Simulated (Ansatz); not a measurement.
**C3H3F: single points off equilibrium**

One table from this session's results is given with a row withheld; the runs are named, their logs left out.

Computed with Ansatz 0.2.0, Gaussian basis. Level: single points in def2-TZVPP.

Cores are frozen in the correlated methods.

### Where the work starts

SMILES `FC1=CC1`, 7 atoms, charge 0, spin multiplicity 1.

Atoms are counted from 1 here; the program's logs count them from 0.

Bond lengths: F1–C2 1.322 Å, C2–C3 1.322 Å, C2–C4 1.495 Å, C3–C4 1.486 Å, C3–H5 1.060 Å, C4–H6 1.119 Å, C4–H7 1.162 Å. Angles: F1–C2–C3 152.4°, F1–C2–C4 144.3°, C3–C2–C4 63.3°, C2–C3–C4 64.0°, C2–C3–H5 150.2°, C4–C3–H5 145.6°, C2–C4–C3 52.7°, C2–C4–H6 119.9°, C2–C4–H7 121.4°, C3–C4–H6 119.5°, C3–C4–H7 121.8°, H6–C4–H7 110.7°.

Coordinates:

```
F    -1.5408   -1.3330    0.7638
C    -0.5192   -0.6341    0.2988
C     0.7317   -0.5195   -0.1146
C    -0.0722    0.7297   -0.1210
H     1.6641   -0.9615   -0.3578
H     0.1238    1.5143    0.6523
H    -0.4460    1.2115   -1.1097
```

Set-up of the first run:

Contents of run/in.yaml:

```yaml
crystal:
  periodic: [false, false, false]
  atoms:
    - {symbol: F, position_ang: [-1.540800, -1.333000, 0.763800]}
    - {symbol: C, position_ang: [-0.519200, -0.634100, 0.298800]}
    - {symbol: C, position_ang: [0.731700, -0.519500, -0.114600]}
    - {symbol: C, position_ang: [-0.072200, 0.729700, -0.121000]}
    - {symbol: H, position_ang: [1.664100, -0.961500, -0.357800]}
    - {symbol: H, position_ang: [0.123800, 1.514300, 0.652300]}
    - {symbol: H, position_ang: [-0.446000, 1.211500, -1.109700]}
basis:
  gaussian: {orbitals: def2-TZVPP}
correlation: {method: ccsd_t}
output: {forces: true}
```

The command line of these runs was not kept.

Steps of the session up to this table: CCSD(T)/def2-TZVPP; PBE0-D4/def2-TZVPP; wB97M-V/def2-TZVPP; r2SCAN-D4/def2-TZVPP; PBE-D4/def2-TZVPP; HSE06-D4/def2-TZVPP; CAM-B3LYP-D4/def2-TZVPP.

One of the session's tables, all rows but one given; the rest of the session is left out.

```
      method  RMS force component (eV/Å)  angle to CCSD(T) forces (°)  dipole (D)
     CCSD(T)                       1.018                    reference        1.15
     PBE0-D4                       1.073                         18.1        1.08
     wB97M-V                       1.139                         15.1        1.09
   r2SCAN-D4                       1.056                         14.5        0.99
      PBE-D4                       0.949                         11.7        0.94
    HSE06-D4                           ?                            ?           ?
CAM-B3LYP-D4                       1.169                         19.9        1.15
```

Estimate the missing values for HSE06-D4.

The run gave: RMS force component (eV/Å): 1.068; angle to CCSD(T) forces (°): 17.8; dipole (D): 1.07. In the column «RMS force component (eV/Å)» it lies between r2SCAN-D4 (1.056) and PBE0-D4 (1.073).
